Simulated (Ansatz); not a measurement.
Diamond-structure Si, treated with RPBE (PAW; Ansatz, an electronic-structure program).

Settings: plane-wave cutoff 520 eV, 12×12×12 k mesh, Fermi–Dirac smearing 0.01 eV, scalar-relativistic PAW data made under PBE.

Results at a series of volumes:

```csv
V (Å³/atom),E − E_lowest (meV/atom),P (GPa)
19.572,22.18,6.01
19.989,9.50,3.79
20.405,2.29,1.79
20.822,0.00,0.00
21.238,2.13,-1.61
21.655,8.23,-3.06
22.071,17.90,-4.36
```

### Question
Estimate the bulk modulus and its pressure derivative from these points.

### Answer
V0 = 20.822 Å³/atom, B0 = 84.9 GPa, B′ = 4.4 (fit to the energies at full precision).

Measured, for comparison: bulk modulus 101 GPa (0 K value with zero-point phonon effects removed; as tabulated in Sun et al. (2011), doi:10.1103/physrevb.84.035117); equilibrium volume per atom 19.91 Å³/atom (static lattice: zero-point anharmonic expansion removed; as tabulated in Mejia-Rodriguez and Trickey (2018), arXiv:1807.09216). Computed (rounded) less measured: bulk modulus -16 %, equilibrium volume per atom +4.6 %.

The computed numbers hold no vibrational or temperature effects.
